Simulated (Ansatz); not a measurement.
# [H···H···BH2], doublet along the distance H1-H2

All five atoms lie in one plane.

Starting geometry:

```xyz
5

H    -1.9803    0.0000    0.0000
H    -1.2353    0.0000    0.0000
B     0.1727    0.0000    0.0000
H     0.6818    0.0000    1.0770
H     0.6818    0.0000   -1.0770
```

From there H2 is moved from one fragment to the other while all else, the fragments' distance too, stays fixed; atoms are numbered as listed. Energies are in eV, counted from the starting geometry at the same level. Kohn–Sham curves are unrestricted where that lies lower.

Basis cc-pVDZ; Ansatz 0.2.0. Only valence electrons are correlated (noble-gas cores frozen).

In so small a basis the reference is far from its limit while semilocal and hybrid functionals are nearer theirs (RPA and double hybrids share much of the reference's basis error), so the functionals' errors here hold much of the reference's basis and frozen-core error, which can add to them or hide them.

Full CI is exact within this basis and frozen core; it isn't the basis-set limit.

| distance H1-H2 (Å) | full CI | BHLYP | wB97M-V | B2PLYP |
| --- | --- | --- | --- | --- |
| 0.693 | 0.176 | 0.176 | 0.185 | 0.180 |
| 0.745 | 0.000 | 0.000 | 0.000 | 0.000 |
| 0.779 | -0.078 | -0.078 | -0.081 | -0.080 |
| 0.813 | -0.135 | -0.136 | -0.140 | -0.139 |
| 0.847 | -0.177 | -0.179 | -0.181 | -0.181 |
| 0.881 | -0.205 | -0.208 | -0.206 | -0.209 |
| 0.915 | -0.219 | -0.223 | -0.215 | -0.222 |
| 0.949 | -0.216 | -0.222 | -0.206 | -0.218 |
| 0.983 | -0.193 | -0.201 | -0.178 | -0.194 |
